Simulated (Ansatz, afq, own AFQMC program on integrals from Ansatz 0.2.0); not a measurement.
# Atomization energy of SiN, quartet, worked out

```xyz
2

Si    0.0000    0.0000    0.0000
N     0.0000    0.0000    1.8891
```

Basis aug-cc-pVDZ. Noble-gas cores (and the filled d shells of Ga–Kr and In–Xe) are frozen. Integrals, coupled cluster, full CI and functionals: Ansatz 0.2.0; the random walks run on the same integrals in our own AFQMC program. The CISD trial takes its coefficients from CCSD amplitudes. Released means that phaseless walkers are propagated on without the constraint, phases kept. ± is one standard error of the sampling.

Total energies in eV. CBS is CCSD(T) at the limit of def2-TZVPP/QZVPP (extrapolated itself); the highest rung of each member is named.

Cautions: SiN (quartet): another spin lies lower, unrestricted determinant slightly spin contaminated (⟨S²⟩ 3.80 against 3.75), the released energies are still falling, so no released level is given (meV from the phaseless value at times in 1/Eh: -6 ± 3 at 0.24, -8 ± 3 at 0.51, -15.1 ± 2.4 at 0.99, -19 ± 3 at 1.62, -21 ± 4 at 2.40), though the last usable value meets CCSDT(Q) within the noise, its ph-AFQMC/CISD value lies 24 ± 4 meV above CCSDT(Q).

```tsv
member	count	CCSD(T)/aug-cc-pVDZ	highest rung in aug-cc-pVDZ	which	CCSD(T)/CBS
Si (triplet)	+1	-7861.8676	-7861.8826	FCI	-7862.5000
N (quartet)	+1	-1482.6663	-1482.6742	FCI	-1483.8573
SiN, quartet	-1	-9345.8204	-9345.8691	CCSDT(Q)	-9348.1975
```

Work out the best estimate of the atomization energy: the CCSD(T)/CBS difference plus the step from CCSD(T) to the highest rung.

Sums with the counts: CCSD(T)/CBS 1.8402 eV, highest rung 1.3123 eV, CCSD(T)/aug-cc-pVDZ 1.2865 eV. The step is 1.3123 − 1.2865 = 0.0258 eV, so the best estimate is 1.8402 + (0.0258) = 1.8660 eV. The basis set is worth 0.554 eV of it. Zero-point, core-correlation and spin–orbit terms aren't in it. Past Ne the Hartree–Fock part of each CBS total tends to overshoot, since the cores don't follow the formula; that largely cancels in the difference.

Best estimates are given only where the step beyond CCSD(T) is under 0.3 eV and no member's determinant is very poor (T1 over 0.05, or 0.07 for open shells, ⟨S²⟩ too high by 0.3, two states mixed), so the hardest cases are missing from such tables.

CCSDT and higher add their correlation energy to the determinant of the CCSD(T) run, since their own runs factorise the integrals more tightly (a shift of under 2 meV). Each member of a difference takes its own highest rung, so a best estimate needn't equal the limit plus the step of one row.
